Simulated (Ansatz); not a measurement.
The input, for Ansatz 0.2.0:

```yaml
crystal:
  periodic: [false, false, false]
  atoms:
    - {symbol: N, position_ang: [0.000000, 0.057746, 1.144666]}
    - {symbol: S, position_ang: [0.000000, -0.064782, -0.475896]}
    - {symbol: H, position_ang: [0.000000, 1.258410, -0.767310]}
basis:
  gaussian: {orbitals: cc-pVDZ}
magnetization: {spin_polarized: false, initial_magnetization: 2}
correlation: {method: ccsdtq, electrons: outside_noble_gas}
```

```sh
$ ansatz run in.yaml --threads 2 --pin off --events-out ev --progress --plain --max-ram 16896MiB --backend cuda --devices 0, --max-vram 18GiB
```

(1) Roughly how long does this take on 2 threads of AMD EPYC 7R13 with a shared H100 80 GB, shared host, and how much host memory?

```
695 factors; integrals over basis functions are off by at most 2.0e-7 eV
mean field evaluation 1: about -12310.3648 eV, gradient 1.7e1 eV
mean field evaluation 2: about -12310.4052 eV, gradient 1.7e1 eV
mean field evaluation 4: about -12312.4136 eV, gradient 3.3e0 eV
mean field evaluation 8: about -12312.6471 eV, gradient 9.2e-1 eV
mean field evaluation 16: about -12310.3675 eV, gradient 1.7e1 eV
mean field evaluation 32: about -12308.6246 eV, gradient 1.1e1 eV
mean field evaluation 64: about -12306.2502 eV, gradient 3.5e-1 eV
mean field evaluation 96: about -12308.1241 eV, gradient 1.4e1 eV
mean field -12312.65461175 eV, -452.4817111647 hartree, gradient 2.5e-6 eV, S^2 2.000000; 2 other end points of the search recorded, 0 dependent functions left out
6 core orbitals not correlated: weight in the atoms' cores, before any rotation towards them, 1.000 or more for the frozen orbitals, at most 0.000 for the correlated occupied ones
reference -12312.65461175 eV, -452.4817111647 hartree; 7, 5 occupied and 24, 26 virtual orbitals, 695 factors
second order -6.54333154 eV of doubles, -0.15984975 eV of singles
cycle   1  -7.27328753 eV  change   -5.7e-1 eV  update   9.0e-2
cycle   2  -7.68155347 eV  change   -4.1e-1 eV  update   4.0e-2
cycle   3  -7.88706640 eV  change   -2.1e-1 eV  update   3.1e-2
cycle   4  -7.87823340 eV  change    8.8e-3 eV  update   1.4e-2
cycle   5  -7.88271221 eV  change   -4.5e-3 eV  update   8.9e-3
cycle   6  -7.88816175 eV  change   -5.4e-3 eV  update   2.8e-3
cycle   7  -7.88503403 eV  change    3.1e-3 eV  update   1.3e-3
cycle   8  -7.88461604 eV  change    4.2e-4 eV  update   6.8e-4
cycle   9  -7.88580507 eV  change   -1.2e-3 eV  update   3.4e-4
cycle  10  -7.88564000 eV  change    1.7e-4 eV  update   1.9e-4
cycle  11  -7.88565481 eV  change   -1.5e-5 eV  update   1.0e-4
cycle  12  -7.88571246 eV  change   -5.8e-5 eV  update   4.8e-5
cycle  13  -7.88571670 eV  change   -4.2e-6 eV  update   2.5e-5
cycle  14  -7.88574450 eV  change   -2.8e-5 eV  update   1.2e-5
cycle  15  -7.88575353 eV  change   -9.0e-6 eV  update   6.6e-6
cycle  16  -7.88575022 eV  change    3.3e-6 eV  update   3.9e-6
cycle  17  -7.88574847 eV  change    1.8e-6 eV  update   2.2e-6
cycle  18  -7.88574613 eV  change    2.3e-6 eV  update   1.2e-6
cycle  19  -7.88574582 eV  change    3.1e-7 eV  update   7.1e-7
Total energy: -12320.54035757 eV, -452.7715069784 hartree
```

For the same geometry and basis UCCSDTQ lies 1.0 meV lower.

## Answers

(1) 44 s wall and 0.93 GiB.
